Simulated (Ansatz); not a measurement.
2H WS2: PBE at its full settings (plane-wave cutoff 520 eV, 12×12×4 k mesh (along the axes of the cell as run), Fermi–Dirac smearing 0.01 eV, no spin polarisation, scalar-relativistic PAW data made under PBE) and at cheaper ones, in a cell of 6 atoms with Γ-centred meshes.

```csv
level and setting,lattice constant a (Å),lattice parameter c (Å)
PBE (Ansatz),3.188,14.888
PBE (300 eV cutoff) (Ansatz),3.189,14.681
PBE (Γ point alone) (Ansatz),3.480,15.293
PBE (2×2×2 k mesh) (Ansatz),3.186,16.444
PBE (4×4×4 k mesh) (Ansatz),3.187,14.970
PBE (4×4×4 k mesh and 300 eV cutoff) (Ansatz),3.188,[?]
PBE (6×6×6 k mesh) (Ansatz),3.188,14.856
PBE (Fermi-Dirac smearing of 0.3 eV) (Ansatz),3.190,14.747
```

Problem. Estimate the withheld entries.

Solution. 
- PBE (4×4×4 k mesh and 300 eV cutoff) (Ansatz, a first-principles code), lattice parameter c (Å): 14.730

Largest shifts from the full settings: lattice constant a +9.16 % (PBE (Γ point alone)), against a difference of +1.11 % of the full result from the reference 3.153 Å (measured, 300 K, not corrected to a static lattice; as tabulated in arXiv:1605.07067); lattice parameter c +10.5 % (PBE (2×2×2 k mesh)), against a difference of +21 % of the full result from the reference 12.323 Å (measured, 300 K, not corrected to a static lattice; as tabulated in arXiv:1605.07067).

The full settings aren't shown to be converged themselves.

Caveats: for a layered or molecular solid the relaxed cell lies over 5 % above the published volume, where the minimum can be shallow (PBE, PBE (300 eV cutoff), PBE (Γ point alone), PBE (2×2×2 k mesh), PBE (4×4×4 k mesh), PBE (4×4×4 k mesh and 300 eV cutoff), PBE (6×6×6 k mesh), PBE (Fermi-Dirac smearing of 0.3 eV)); the cell comes from a level without a dispersion term, which matters for the spacing of layers, chains or molecules (PBE, PBE (300 eV cutoff), PBE (Γ point alone), PBE (2×2×2 k mesh), PBE (4×4×4 k mesh), PBE (4×4×4 k mesh and 300 eV cutoff), PBE (6×6×6 k mesh), PBE (Fermi-Dirac smearing of 0.3 eV)). Ansatz's density-functional and Hartree–Fock values are scalar-relativistic unless marked +SOC, with PAW data made under PBE.

Run with cheap settings on purpose, which may leave them unconverged: PBE (2×2×2 k mesh), PBE (300 eV cutoff), PBE (4×4×4 k mesh and 300 eV cutoff), PBE (4×4×4 k mesh), PBE (6×6×6 k mesh), PBE (Fermi-Dirac smearing of 0.3 eV), PBE (Γ point alone).
